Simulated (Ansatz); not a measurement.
A nudged elastic band was laid between two geometries of H2O + H4OSi (9 atoms, charge 0, multiplicity 1).

Method: RKS PBE0-D4/6-31G* (Ansatz 0.2.0).

```
movable images  : 5
climbing image  : yes
spring          : 5.0 eV/Å²
optimiser       : quadratic models (default)
start path      : through a guess of the saddle point
force threshold : 0.03 eV/Å
iteration limit : 60
end points      : relaxed
```

Initial state:

```xyz
9
Properties=species:S:1:pos:R:3
Si -0.126 0.170 0.034
H 0.050 0.598 1.444
H 1.149 0.235 -0.719
H -1.078 1.131 -0.610
O -0.875 -1.337 -0.050
H -1.649 -1.351 -0.624
O 1.414 -1.955 1.145
H 0.639 -2.329 0.695
H 1.157 -1.951 2.076
```

Final state:

```xyz
9
Properties=species:S:1:pos:R:3
Si 0.254 -0.295 -0.649
H -0.572 -1.385 3.139
H 0.723 -0.620 -2.019
H 0.070 1.163 -0.437
O -1.168 -1.133 -0.512
H -1.660 -0.984 0.305
O 1.378 -0.714 0.500
H 1.718 -1.615 0.437
H -0.062 -1.206 2.626
```

Problem. Which bonds break or form, and what moves?

Solution. Bonds broken: Si1–H2, O7–H9. Bonds formed: Si1–O7, H2–H9. H2O + H4OSi becomes H2 + H4O2Si.

Problem. Give the energies along the band, and the barrier.

Solution. The forces met the threshold. The highest image is number 2 of 0 to 6, 35.8 kcal/mol above the first end and 52.9 kcal/mol above the last; the last end lies 17.1 kcal/mol below the first. Neighbouring images differ by up to 1.7 eV, so the band resolves the path poorly. A vibrational analysis at the climbing image gives one clearly imaginary mode, 1249i cm⁻¹: a first-order saddle point. The orbitals stay closed-shell, which can raise the energy where a bond breaks towards radicals; this wasn't checked here.

```tsv
image	path coordinate (Å)	energy (kcal/mol)	Si1–H2 (Å)	O7–H9 (Å)	Si1–O7 (Å)
0	0.00	0.0	1.48	0.97	2.85
1	1.89	6.5	1.49	0.97	3.09
2	3.78	35.8	1.82	1.13	1.88
3	4.57	-2.7	2.39	1.77	1.69
4	5.36	-15.6	3.10	2.23	1.66
5	6.15	-17.0	3.79	2.59	1.66
6	6.94	-17.1	4.03	2.61	1.66
```

Problem. What is the geometry of the highest image?

Solution. 
```xyz
9
Properties=species:S:1:pos:R:3:forces:R:3
Si 0.071 -0.321 -0.057 -0.02 0.01 -0.02
H -0.626 -0.596 1.604 0.00 -0.01 0.00
H 0.968 -0.476 -1.243 0.00 0.00 0.00
H 0.012 1.139 0.202 0.00 0.00 0.00
O -1.229 -1.163 -0.667 0.01 0.00 0.00
H -1.951 -1.234 -0.029 0.00 0.00 0.00
O 1.359 -1.093 1.070 0.03 -0.01 0.00
H 1.648 -1.981 0.800 0.00 0.00 0.00
H 0.428 -1.064 1.710 -0.01 0.00 0.01
```

The band took 29 iterations and of the order of 5 core-minutes.

The run took 4.7 min on 1 thread of Arm Neoverse V2 (shared host), peak memory 0.12 GiB.
